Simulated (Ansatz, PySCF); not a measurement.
Potential energy curve for SMILES C=C (C2H4). The C1–C4 bond (C1 also carries H, H; C4 carries H, H) is varied alone, starting from the PBE0/def2-TZVP optimised geometry.

Computed with: UHF/cc-pVTZ (Ansatz, a first-principles code); RHF/cc-pVTZ (Ansatz); UKS-CAM-B3LYP = unrestricted CAM-B3LYP/cc-pVTZ (Ansatz); RKS-CAM-B3LYP = restricted CAM-B3LYP/cc-pVTZ in Ansatz; UKS-PBE = unrestricted PBE/cc-pVTZ run with Ansatz; RKS-PBE = restricted PBE/cc-pVTZ (Ansatz); UKS-B3LYP/6-31G* = unrestricted B3LYP/6-31G*, spherical d (PySCF); RKS-B3LYP/6-31G* = restricted B3LYP/6-31G*, spherical d run with PySCF 2.14.0; UKS-M06-2X/6-31G* = unrestricted M06-2X/6-31G*, spherical d (PySCF); RKS-M06-2X/6-31G* = restricted M06-2X/6-31G*, spherical d in PySCF; UKS-LDA (SVWN5)/6-31G* = PySCF 2.14.0 with unrestricted LDA (SVWN5)/6-31G*, spherical d; RKS-LDA (SVWN5)/6-31G* = restricted LDA (SVWN5)/6-31G*, spherical d (PySCF); UKS-B3LYP/6-311+G** = unrestricted B3LYP/6-311+G**, spherical d (PySCF); RKS-B3LYP/6-311+G** = PySCF 2.14.0 with restricted B3LYP/6-311+G**, spherical d.

Scanned distances (Å): 0.99, 1.06, 1.14, 1.18, 1.26, 1.28, 1.32, 1.37, 1.41, 1.44, 1.56, 1.64, 1.80, 1.97, 2.15, 2.36, 2.66, 2.90, 3.24, 3.58, 4.02, 4.61.

Task: Where does the unrestricted solution first break spin symmetry (<S²> of 0.01 or more)?

Result: UHF: between 1.32 and 1.37 Å; UKS-CAM-B3LYP: between 1.56 and 1.64 Å; UKS-PBE: between 1.64 and 1.80 Å; UKS-B3LYP/6-31G*: between 1.64 and 1.80 Å; UKS-M06-2X/6-31G*: between 1.64 and 1.80 Å; UKS-LDA (SVWN5)/6-31G*: between 1.80 and 1.97 Å; UKS-B3LYP/6-311+G**: between 1.64 and 1.80 Å.

| R / Å | <S²> UHF | E(RHF) − E(UHF) / kcal/mol | <S²> UKS-CAM-B3LYP | E(RKS-CAM-B3LYP) − E(UKS-CAM-B3LYP) / kcal/mol | <S²> UKS-PBE | E(RKS-PBE) − E(UKS-PBE) / kcal/mol | <S²> UKS-B3LYP/6-31G* | E(RKS-B3LYP/6-31G*) − E(UKS-B3LYP/6-31G*) / kcal/mol | <S²> UKS-M06-2X/6-31G* | E(RKS-M06-2X/6-31G*) − E(UKS-M06-2X/6-31G*) / kcal/mol | <S²> UKS-LDA (SVWN5)/6-31G* | E(RKS-LDA (SVWN5)/6-31G*) − E(UKS-LDA (SVWN5)/6-31G*) / kcal/mol | <S²> UKS-B3LYP/6-311+G** | E(RKS-B3LYP/6-311+G**) − E(UKS-B3LYP/6-311+G**) / kcal/mol |
|---|---|---|---|---|---|---|---|---|---|---|---|---|---|---|
| 0.99 | 0.00 | 0.0 | 0.00 | 0.0 | 0.00 | 0.0 | 0.00 | 0.0 | 0.00 | 0.0 | 0.00 | 0.0 | 0.00 | 0.0 |
| 1.06 | 0.00 | 0.0 | 0.00 | 0.0 | 0.00 | 0.0 | 0.00 | 0.0 | 0.00 | 0.0 | 0.00 | 0.0 | 0.00 | 0.0 |
| 1.14 | 0.00 | 0.0 | 0.00 | 0.0 | 0.00 | 0.0 | 0.00 | 0.0 | 0.00 | 0.0 | 0.00 | 0.0 | 0.00 | 0.0 |
| 1.18 | 0.00 | 0.0 | 0.00 | 0.0 | 0.00 | 0.0 | 0.00 | 0.0 | 0.00 | 0.0 | 0.00 | 0.0 | 0.00 | 0.0 |
| 1.26 | 0.00 | 0.0 | 0.00 | 0.0 | 0.00 | 0.0 | 0.00 | 0.0 | 0.00 | 0.0 | 0.00 | 0.0 | 0.00 | 0.0 |
| 1.28 | 0.00 | 0.0 | 0.00 | 0.0 | 0.00 | 0.0 | 0.00 | 0.0 | 0.00 | 0.0 | 0.00 | 0.0 | 0.00 | 0.0 |
| 1.32 | 0.00 | 0.0 | 0.00 | 0.0 | 0.00 | 0.0 | 0.00 | 0.0 | 0.00 | 0.0 | 0.00 | 0.0 | 0.00 | 0.0 |
| 1.37 | 0.12 | 0.3 | 0.00 | 0.0 | 0.00 | 0.0 | 0.00 | 0.0 | 0.00 | 0.0 | 0.00 | 0.0 | 0.00 | 0.0 |
| 1.41 | 0.25 | 1.3 | 0.00 | 0.0 | 0.00 | 0.0 | 0.00 | 0.0 | 0.00 | 0.0 | 0.00 | 0.0 | 0.00 | 0.0 |
| 1.44 | 0.34 | 2.5 | 0.00 | 0.0 | 0.00 | 0.0 | 0.00 | 0.0 | 0.00 | 0.0 | 0.00 | 0.0 | 0.00 | 0.0 |
| 1.56 | 0.60 | 10.0 | 0.00 | 0.0 | 0.00 | 0.0 | 0.00 | 0.0 | 0.00 | 0.0 | 0.00 | 0.0 | 0.00 | 0.0 |
| 1.64 | 0.72 | 16.4 | 0.11 | 0.1 | 0.00 | 0.0 | 0.00 | 0.0 | 0.00 | 0.0 | 0.00 | 0.0 | 0.00 | 0.0 |
| 1.80 | 0.89 | 31.2 | 0.51 | 4.2 | 0.04 | 0.0 | 0.41 | 2.4 | 0.50 | 1.5 | 0.00 | 0.0 | 0.34 | 1.4 |
| 1.97 | 1.09 | 49.0 | 0.75 | 11.9 | 0.48 | 2.3 | 0.70 | 8.4 | 0.80 | 10.1 | 0.15 | 0.1 | 0.65 | 6.3 |
| 2.15 | 1.39 | 71.5 | 0.92 | 21.4 | 0.74 | 6.9 | 0.88 | 16.1 | 1.00 | 21.2 | 0.58 | 2.9 | 0.85 | 13.2 |
| 2.36 | 1.67 | 97.1 | 1.17 | 33.6 | 0.96 | 13.1 | 1.10 | 25.9 | 1.30 | 36.2 | 0.87 | 8.2 | 1.07 | 22.0 |
| 2.66 | 1.88 | 90.2 | 1.60 | 54.8 | 1.35 | 23.5 | 1.38 | 24.4 | 1.60 | — | 1.24 | 17.5 | 1.35 | 21.7 |
| 2.90 | 1.95 | — | 1.80 | 48.1 | 1.65 | 33.3 | 1.54 | 42.0 | 1.59 | — | 1.54 | 26.2 | 1.50 | 38.2 |
| 3.24 | 2.00 | — | 1.93 | — | 1.86 | — | 1.59 | — | 1.56 | — | 1.39 | — | 1.56 | — |
| 3.58 | 2.02 | — | 1.98 | — | 1.95 | — | 1.59 | — | 1.53 | — | 1.51 | — | 1.56 | — |
| 4.02 | 2.02 | — | 2.00 | — | 1.99 | — | 1.58 | — | 1.51 | — | 1.55 | — | 1.54 | — |
| 4.61 | 2.03 | — | 2.01 | — | 2.01 | — | 1.57 | — | 0.00 | — | 1.56 | — | 1.53 | — |

A dash means that the run gave no value there, or that the column was ended at a point which the program doubted or which failed a test of continuity chosen for this set; such a test can also cut sound points.
